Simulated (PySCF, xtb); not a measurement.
# CH2LiSi+: which of two structures lies lower

We compare X, a singlet given by its coordinates, with Y, a singlet given by its coordinates. Both are isolated ions in the gas phase, relaxed with PBE0-D3(BJ)/pcseg-1.

X (Å):

| atom | x (Å) | y (Å) | z (Å) |
| --- | --- | --- | --- |
| C | -0.9101 | -0.4147 | 0.0440 |
| Li | 1.0446 | -0.5633 | -0.8573 |
| Si | -1.2801 | -1.8515 | 0.9465 |
| H | -1.4395 | -0.2244 | -0.9059 |
| H | -0.6946 | 0.5221 | 0.5869 |

Close contacts (Å): C1–Li2 2.16, C1–Si3 1.74, C1–H4 1.10, C1–H5 1.10.

Y (Å):

```xyz
5

C    -0.0839   -0.2567    0.2382
Li   -4.0722    0.5568    1.6856
Si   -1.6440    0.0621    0.8031
H     0.4077    0.3500   -0.5308
H     0.5249   -1.0894    0.6088
```

Close contacts (Å): C1–Si3 1.69, Li2–Si3 2.63, C1–H4 1.10, C1–H5 1.10.

**Question.** Estimate E(Y) − E(X) at the level CCSD(T)/def2-TZVPP.

**Answer.** Calculated at CCSD(T)/def2-TZVPP: E(Y) − E(X) = +49.6 kJ/mol, so structure X lies lower.

How the difference moves with the method:

```tsv
level	geometry	E(Y) − E(X) (kJ/mol)	departure from the last row (kJ/mol)	job, with rough time for the two
PBE0-D3(BJ)/pcseg-1	PBE0-D3(BJ)/pcseg-1	+47.3	−2.3	optimisation, 26 s
HF/def2-TZVPP	PBE0-D3(BJ)/pcseg-1	+53.7	+4.1	part of the CCSD(T) run
MP2/def2-TZVPP	PBE0-D3(BJ)/pcseg-1	+54.4	+4.9	part of the CCSD(T) run
CCSD(T)/def2-TZVPP	PBE0-D3(BJ)/pcseg-1	+49.6		single point, 49 s
```

None of the levels shown reverses the order. The largest departure from CCSD(T)/def2-TZVPP is that of MP2/def2-TZVPP, 4.9 kJ/mol. No reliable frequencies are at hand for X, so it isn't confirmed as a minimum. Levels run at GFN2-xTB geometries aren't shown.

The correlated steps freeze 6 core orbitals; the last core shell of Li is correlated, in a basis made for valence electrons. Codes used: PySCF 2.14.0, xtb 6.7.1; the last row on 2 threads of Arm Neoverse V1 on a shared host.
